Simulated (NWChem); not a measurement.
System: methanol (CH₄O); SMILES CO

The following NWChem deck was run.

```
start job
memory heap 200 mb stack 900 mb global 1100 mb
geometry units angstroms noautosym nocenter noautoz
  C     -0.008646    -0.653372     0.000000
  O     -0.088605     0.753386     0.000000
  H      0.498838    -1.043144    -0.891172
  H     -1.031349    -1.031536     0.000000
  H      0.498838    -1.043144     0.891172
  H      0.802500     1.108225     0.000000
end
basis spherical
  * library sadlej_pvtz
end
dft
  xc pbe0
  iterations 150
end
property
  response 1 0.0773
end
task dft property
```

All runs use the structure optimised with PBE0-D3(BJ)/def2-TZVP.

Field at 589 nm.

Give the results of this calculation. (PBE0/Sadlej pVTZ.) Quantities: isotropic polarisability (bohr³); anisotropy (bohr³).


```yaml
isotropic polarisability (bohr³): 21.7
anisotropy (bohr³): 3.2
```
